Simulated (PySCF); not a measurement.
Name the molecule from its bond curve

A diatomic of charge 0 contains Na. Its quartet curve at PBE0 in a triple-zeta basis (no relativity, PySCF), in eV from the separated fragments:

(R (Å), E (eV)): (1.921, -1.631), (2.011, -1.853), (2.100, -1.974), (2.167, -2.017), (2.234, -2.028), (2.301, -2.016), (2.390, -1.971), (2.502, -1.884), (2.636, -1.753), (2.815, -1.561)

The fit gives ωe = 434 cm⁻¹ and the rotational constant Bₑ = 0.4304 cm⁻¹.

Question: Which atom is the partner?

Answer: The minimum lies at 2.229 Å, so the reduced mass is 16.8576 u Å² cm⁻¹/(Bₑ·Re²) = 7.883 u. With Na at 22.99 u the partner weighs about 12.0 u: C. The molecule is NaC.

The state was picked by a PBE0 search and need not be the measured ground state.
